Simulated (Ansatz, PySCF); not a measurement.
hydrogen fluoride (FH), SMILES F.

Geometry: B3LYP-D3(BJ)/def2-TZVPD.

Two levels are set side by side: PBE/def2-TZVPD (Ansatz, a first-principles code) and EOM-CCSD/aug-cc-pVDZ (PySCF). PBE by ΔSCF, the other level by its IP root; same geometry, the bases differ. Differences are taken from unrounded values.

```
quantity                         EOM-CCSD    PBE  PBE minus EOM-CCSD
-------------------------------  --------  -----  ------------------
vertical ionisation energy (eV)     15.81  16.29                0.48
```
